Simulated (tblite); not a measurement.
Run record: tight-binding relaxation, `[CH2+][C](C)OC` [radical].

Computed with GFN2-xTB geometry optimisation, gas phase (tblite 0.8.0). Start geometry: from a force field or distance geometry. The command runs a driver script over a list of jobs; the input below is this job's line of settings and its coordinates in Å.

Command:
```bash
OMP_NUM_THREADS=1 python probes_run.py task.json out
```

Input:
```
{"job": {"kind": "relax", "xc": "GFN2-xTB", "basis": "xTB"}, "charge": 1, "multiplicity": 2}
C     -0.865400     0.996900     1.556200
C     -0.292900     0.306800     0.445900
C     -1.066300    -0.054500    -0.755400
O      1.040300     0.001700     0.608900
C      1.666100    -0.702300    -0.446600
H     -1.920500     1.292100     1.535600
H     -0.266500     1.241300     2.418700
H     -2.107500     0.293300    -0.674200
H     -1.093600    -1.138200    -0.904800
H     -0.652200     0.417300    -1.645500
H      1.195600    -1.677900    -0.618900
H      1.651200    -0.105800    -1.369100
H      2.707100    -0.870300    -0.168500
```

Output:
```
step      E/eV     max force
  0    -440.32974    2.722
  1    -440.45883    0.634
  2    -440.48166    0.497
  3    -440.49694    0.350
  4    -440.50356    0.300
  5    -440.51019    0.198
  6    -440.51389    0.135
  7    -440.51587    0.082
  8    -440.51654    0.064
  9    -440.51696    0.067
... (6 lines left out)
 16    -440.51854    0.031
 17    -440.51865    0.026
 18    -440.51872    0.027
 19    -440.51878    0.023
 20    -440.51883    0.015
 21    -440.51886    0.013
 22    -440.51888    0.015
 23    -440.51891    0.017
 24    -440.51893    0.012
 25    -440.51894    0.009
```

«max force» is the largest atomic force in eV/Å.

Q: From which step on does the largest force stay under 0.1 eV/Å, and how much energy is left to gain from there?

A: From step 7 (0.082 eV/Å), 3.1 meV above the end.

Summary of the converged run: energy lowered by 4.4 kcal/mol over 25 steps; largest atomic force 0.009 eV/Å at the end.

Q: Where do the atoms end?

A: 0.045 Å rms from the input after alignment:
```
atom  x, y, z in Å
C1    -0.8458    0.9849    1.5370
C2    -0.2993    0.3064    0.4554
C3    -1.0828   -0.0424   -0.7439
O4     0.9649   -0.0075    0.5649
C5     1.6554   -0.6925   -0.4416
H6    -1.8792    1.2881    1.5461
H7    -0.2332    1.2200    2.3943
H8    -2.1115    0.2939   -0.6632
H9    -1.0748   -1.1241   -0.9100
H10   -0.6343    0.3973   -1.6403
H11    1.2043   -1.6724   -0.6439
H12    1.6537   -0.1310   -1.3846
H13    2.6782   -0.8203   -0.0879
```

Hardware: Arm Neoverse V1, one thread (shared host). Cost: 0.1 s of wall time.
Labels such as C1 count atoms from 1, the log's own numbers from 0.
